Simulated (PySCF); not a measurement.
Species: C3H4F2O.
SMILES with atom numbers: `[F:1][CH:2]([F:3])[C@@H:4]1[CH2:5][O:6]1` (hydrogens: H7 on C2; H8 on C4; H9, H10 on C5)

Computed by this run: PBE0-D3(BJ)/def2-SVP geometry optimisation, gas phase in PySCF; density fitting, grid level 1; the optimiser is geomeTRIC in internal coordinates, started from a GFN2-xTB structure with every atom displaced at random (about 0.01 Å).

Step 3: E = -10636.6528 eV
```
atom  x, y, z in Å  |  force x, y, z in eV/Å
F1      0.8400   -1.8111   -0.5821   -0.077   0.037   0.017
C2      1.0714   -0.5187   -0.2591    0.030  -0.067  -0.051
F3      2.2043   -0.4863    0.4711    0.017   0.069   0.048
C4     -0.0739    0.0324    0.5391    0.038   0.127   0.028
C5     -1.2541    0.5695   -0.1319   -0.108  -0.126  -0.050
O6     -0.2793    1.4224    0.4098    0.094  -0.039   0.043
H7      1.2286    0.0663   -1.1829   -0.016  -0.008  -0.010
H8     -0.1505   -0.3742    1.5563   -0.026  -0.028   0.007
H9     -1.3141    0.5345   -1.2272    0.004   0.036  -0.036
H10    -2.2223    0.5446    0.3854    0.044  -0.001   0.005
```

Step 4: E = -10636.6548 eV
```
atom  x, y, z in Å  |  force x, y, z in eV/Å
F1      0.8244   -1.8084   -0.5742    0.036   0.014   0.022
C2      1.0694   -0.5168   -0.2595   -0.002  -0.024   0.034
F3      2.2064   -0.4763    0.4661   -0.009  -0.014  -0.038
C4     -0.0697    0.0338    0.5439   -0.029   0.119  -0.008
C5     -1.2481    0.5655   -0.1343   -0.067  -0.055  -0.019
O6     -0.2773    1.4213    0.4168    0.041  -0.022   0.027
H7      1.2165    0.0647   -1.1873    0.018  -0.018  -0.003
H8     -0.1531   -0.3787    1.5586   -0.005  -0.025  -0.006
H9     -1.3010    0.5382   -1.2306    0.002   0.018  -0.014
H10    -2.2173    0.5361    0.3790    0.016   0.007   0.005
```

Q: Estimate the geometry and energy of step 5. (The exact step hangs on the optimiser's Hessian estimate; all steps are aligned on step 4, rigid shifts and turns removed.)

A: E = -10636.6556 eV, largest force 0.067 eV/Å
```
atom  x, y, z in Å  |  force x, y, z in eV/Å
F1      0.8290   -1.8110   -0.5656    0.027  -0.010   0.021
C2      1.0715   -0.5175   -0.2589    0.006  -0.010  -0.001
F3      2.2095   -0.4714    0.4650   -0.027  -0.005  -0.017
C4     -0.0702    0.0345    0.5407   -0.018   0.065  -0.002
C5     -1.2507    0.5659   -0.1348   -0.005  -0.003  -0.027
O6     -0.2773    1.4206    0.4187    0.004  -0.015   0.020
H7      1.2201    0.0571   -1.1906    0.003  -0.006  -0.005
H8     -0.1571   -0.3838    1.5530    0.001  -0.016   0.000
H9     -1.3075    0.5498   -1.2314    0.010  -0.004   0.002
H10    -2.2172    0.5351    0.3823   -0.002   0.003   0.009
```

The energy changes by -0.0009 eV. The first-order estimate −F·Δx gives -0.0013 eV and the mean of the old and new forces, exact on a quadratic surface, -0.0009 eV. The step makes an angle of 72° with the force vector and moves no atom by more than 0.013 Å.

What follows is the cost of the whole optimisation. The run took 31 s of wall time on one thread, Arm Neoverse V2 (aarch64), shared host, and the process peaked at 0.43 GiB of memory.
